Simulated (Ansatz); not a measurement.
A nudged elastic band was laid between two geometries of CH₄AlCl (7 atoms, charge 0, multiplicity 1).

The calculation used Ansatz, RKS PBE0-D4/def2-SVP.

* movable images: 7
* climbing image: yes
* spring: 5.0 eV/Å²
* optimiser: quadratic models (default)
* start path: through a guess of the saddle point
* force threshold: 0.05 eV/Å
* iteration limit: 60
* end points: relaxed

First end point:

```xyz
7
Properties=species:S:1:pos:R:3
Al 0.314 0.001 -0.043
Cl 0.509 0.006 2.063
H 1.669 -0.008 -0.858
C -1.466 0.002 -0.823
H -2.021 -0.910 -0.546
H -2.064 0.855 -0.460
H -1.431 0.054 -1.924
```

Last end point:

```xyz
7
Properties=species:S:1:pos:R:3
Al 0.254 0.047 -1.577
Cl 0.905 -0.037 1.427
H 2.164 -0.015 1.151
C -1.657 0.007 -0.986
H -1.896 -0.903 -0.405
H -1.916 0.873 -0.348
H -2.343 0.028 -1.853
```

Task: What changes between the two ends?

Result: Bonds broken: Al1–Cl2, Al1–H3. Bonds formed: Cl2–H3. CH4AlCl becomes CH3Al + ClH.

Task: Give the energies along the band, and the barrier.

Result: It converged. The highest image is number 4 of 0 to 8, 294.0 kJ/mol above the first end and 25.4 kJ/mol above the last; the last end lies 268.6 kJ/mol above the first. Neighbouring images differ by up to 1.4 eV, so the band resolves the path poorly. A vibrational analysis at the climbing image gives one clearly imaginary mode, 774i cm⁻¹: a first-order saddle point. The orbitals stay closed-shell, which can raise the energy where a bond breaks towards radicals; this wasn't checked here.

```json
{"image": "0", "path coordinate (Å)": "0.00", "energy (kJ/mol)": "0.0", "Al1–Cl2 (Å)": "2.11", "Al1–H3 (Å)": "1.58", "Cl2–H3 (Å)": "3.14"}
{"image": "1", "path coordinate (Å)": "0.48", "energy (kJ/mol)": "10.0", "Al1–Cl2 (Å)": "2.11", "Al1–H3 (Å)": "1.58", "Cl2–H3 (Å)": "2.98"}
{"image": "2", "path coordinate (Å)": "0.97", "energy (kJ/mol)": "70.6", "Al1–Cl2 (Å)": "2.14", "Al1–H3 (Å)": "1.56", "Cl2–H3 (Å)": "2.53"}
{"image": "3", "path coordinate (Å)": "1.45", "energy (kJ/mol)": "209.2", "Al1–Cl2 (Å)": "2.31", "Al1–H3 (Å)": "1.58", "Cl2–H3 (Å)": "2.03"}
{"image": "4", "path coordinate (Å)": "1.94", "energy (kJ/mol)": "294.0", "Al1–Cl2 (Å)": "2.60", "Al1–H3 (Å)": "1.76", "Cl2–H3 (Å)": "1.57"}
{"image": "5", "path coordinate (Å)": "2.31", "energy (kJ/mol)": "277.4", "Al1–Cl2 (Å)": "2.91", "Al1–H3 (Å)": "2.12", "Cl2–H3 (Å)": "1.35"}
{"image": "6", "path coordinate (Å)": "2.68", "energy (kJ/mol)": "271.5", "Al1–Cl2 (Å)": "3.18", "Al1–H3 (Å)": "2.55", "Cl2–H3 (Å)": "1.30"}
{"image": "7", "path coordinate (Å)": "3.04", "energy (kJ/mol)": "270.0", "Al1–Cl2 (Å)": "3.15", "Al1–H3 (Å)": "2.96", "Cl2–H3 (Å)": "1.29"}
{"image": "8", "path coordinate (Å)": "3.41", "energy (kJ/mol)": "268.6", "Al1–Cl2 (Å)": "3.07", "Al1–H3 (Å)": "3.33", "Cl2–H3 (Å)": "1.29"}
```

Task: What is the geometry of the highest image?

Result: 
```xyz
7
Properties=species:S:1:pos:R:3
Al 0.414 0.057 -0.874
Cl 0.817 -0.084 1.688
H 1.660 0.022 0.368
C -1.549 0.007 -0.948
H -1.923 -0.887 -0.419
H -1.964 0.889 -0.430
H -1.944 -0.006 -1.976
```

Run time: 3.3 min on 1 thread of Arm Neoverse V1, on a shared host, peak memory 0.13 GiB.
